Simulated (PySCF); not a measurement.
Stepwise substitution at one centre (C H-NH2). Isolated molecules, 0 K electronic values unless said otherwise. One relaxed conformer stands for each flexible species; it need not be the lowest. Strings in code marks are SMILES.

Quantity: vertical ionisation energy (energy after one electron is removed minus that of the parent at the parent's geometry), in eV.

Case: `CN`. Geometry of `CN` (neutral, multiplicity 1, Å):

```xyz
7

C     -0.5677    -0.0632    -0.0079
N      0.8244     0.2583     0.3021
H     -1.1455     0.8619    -0.0642
H     -0.9887    -0.6569     0.8064
H     -0.7248    -0.6170    -0.9458
H      1.3736    -0.5924     0.3565
H      1.2288     0.8093    -0.4470
```

Q: What is the computed vertical ionisation energy (energy after one electron is removed minus that of the parent at the parent's geometry) (r2SCAN-D4/def2-TZVP (PySCF))?

A: 9.45 eV.
